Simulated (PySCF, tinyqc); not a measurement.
RHF in the sto-3g basis, for LiH, spin multiplicity 1, step by step (part 2 of 2). The lowest restricted solution is unstable here: a spin-polarised one lies 0.0028 hartree lower (PySCF). Computed by tinyqc, a small Python program that keeps every step (integrals from PySCF). Command: `OMP_NUM_THREADS=1 python tinyqc.py 26493 26494 out.jsonl` (the two numbers bound the seeds that draw the settings). One thread of a shared host (Intel(R) Xeon(R) Processor @ 2.60GHz), about 0.07 s of CPU time with the checks.

Geometry (angstrom):
```
atom        x        y        z
Li    0.00000  0.00000  0.00000
H     0.00000  0.00000  2.15500
```

## Convergence

Stop when the energy changes by less than 1e-10 hartree and every element of the error matrix X^T (F D S - S D F) X is below 3e-06.

Course of the cycle:
```
iteration  E (hartree)     change  largest element of the error matrix
1           -1.7947704          -                             1.27e-01
2           -5.7731109  -3.98e+00                             9.73e-02
3           -6.8506014  -1.08e+00                             1.59e-01
4           -7.2463962  -3.96e-01                             1.97e-01
5           -7.4237202  -1.77e-01                             1.71e-01
6           -7.5071164  -8.34e-02                             1.41e-01
7           -7.5569378  -4.98e-02                             1.26e-01
8           -7.5959124  -3.90e-02                             1.21e-01
9           -7.6304237  -3.45e-02                             1.19e-01
10          -7.6614518  -3.10e-02                             1.17e-01
11          -7.6886822  -2.72e-02                             1.13e-01
12          -7.7118578  -2.32e-02                             1.07e-01
13          -7.7310851  -1.92e-02                             9.95e-02
14          -7.7467649  -1.57e-02                             9.09e-02
...                ...        ...                                  ...
41          -7.8132337  -3.68e-05                             4.04e-03
42          -7.8132622  -2.84e-05                             3.55e-03
43          -7.8132841  -2.20e-05                             3.12e-03
44          -7.8133010  -1.69e-05                             2.74e-03
45          -7.8133141  -1.30e-05                             2.40e-03
46          -7.8133241  -1.00e-05                             2.11e-03
47          -7.8133318  -7.70e-06                             1.85e-03
48          -7.8133377  -5.91e-06                             1.62e-03
49          -7.8133422  -4.54e-06                             1.42e-03
50          -7.8133457  -3.48e-06                             1.24e-03
51          -7.8133484  -2.67e-06                             1.09e-03
52          -7.8133504  -2.04e-06                             9.51e-04
53          -7.8133520  -1.57e-06                             8.32e-04
54          -7.8133532  -1.20e-06                             7.28e-04
```

PySCF RHF in the same basis = -7.8133571 hartree

Not converged within the cap of 54 iterations: the residual falls steadily but slowly, by a factor of about 0.88 a step. Reruns (cap 100 unless said): DIIS 8: converged in 21; damping 0.5: not converged; level shift 0.5: converged in 65; atomic densities as start, DIIS 8: converged in 8; the original settings with a cap of 400: converged in 95.
